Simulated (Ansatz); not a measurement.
**AlH₃S: small, medium and large basis sets**

One table from this session's results is given with a row withheld; the runs are named, their logs left out.

The runs use Ansatz 0.2.0, Gaussian basis; one geometry, several basis sets.

The runs, in order: PBE0-D4/def2-SVP; ωB97M-V/def2-SVP; PBE0-D4/def2-QZVPP; ωB97M-V/def2-QZVPP; CCSD(T)/cc-pV(D+d)Z; CCSD(T)/cc-pV(T+d)Z; CCSD(T)/cc-pV(Q+d)Z; the functionals' def2-TZVPP values are taken from earlier runs.

## The geometry

The geometry comes from an earlier relaxation with PBE0-D4 in a triple-zeta def2 set; it is a stationary point.

SMILES `[AlH2][SH]`, 5 atoms, charge 0, spin multiplicity 1.

Atoms are counted from 1 here; the program's logs count them from 0.

Bond lengths: Al1–S2 2.181 Å, Al1–H3 1.579 Å, Al1–H4 1.581 Å, S2–H5 1.344 Å. Angles: S2–Al1–H3 116.5°, S2–Al1–H4 118.9°, H3–Al1–H4 124.6°, Al1–S2–H5 93.7°.

Set-up of the first run:

Contents of in.yaml:

```yaml
crystal:
  periodic: [false, false, false]
  atoms:
    - {symbol: Al, position_ang: [-0.616069, -0.064236, -0.181718]}
    - {symbol: S, position_ang: [1.129094, -0.343068, 1.096562]}
    - {symbol: H, position_ang: [-1.981651, -0.650101, 0.351130]}
    - {symbol: H, position_ang: [-0.441078, 0.696002, -1.556429]}
    - {symbol: H, position_ang: [1.959705, 0.287803, 0.248953]}
basis:
  gaussian: {orbitals: def2-SVP}
hamiltonian: {xc: pbe0, dispersion: d4}
output: {orbitals: {seedname: orbitals}}
```

Steps of the session up to this table: PBE0-D4 in def2-SVP; ωB97M-V in def2-SVP; PBE0-D4 in def2-QZVPP; ωB97M-V in def2-QZVPP.

One table of the session follows, with a row left open; its other results are not shown here.

It belongs to the step «Functionals by basis». 

| functional | basis | HOMO (eV) | LUMO (eV) |
| --- | --- | --- | --- |
| PBE0-D4 | def2-SVP | -7.77 | -1.34 |
| PBE0-D4 | def2-TZVPP | ? | ? |
| PBE0-D4 | def2-QZVPP | -7.88 | -1.45 |
| ωB97M-V | def2-SVP | -9.88 | 0.39 |
| ωB97M-V | def2-TZVPP | -10.04 | 0.22 |
| ωB97M-V | def2-QZVPP | -10.06 | 0.06 |

Estimate the missing values for PBE0-D4, def2-TZVPP.

The run gave: HOMO (eV): -7.86; LUMO (eV): -1.41. In the column «HOMO (eV)» it lies between PBE0-D4, def2-QZVPP (-7.88) and PBE0-D4, def2-SVP (-7.77).
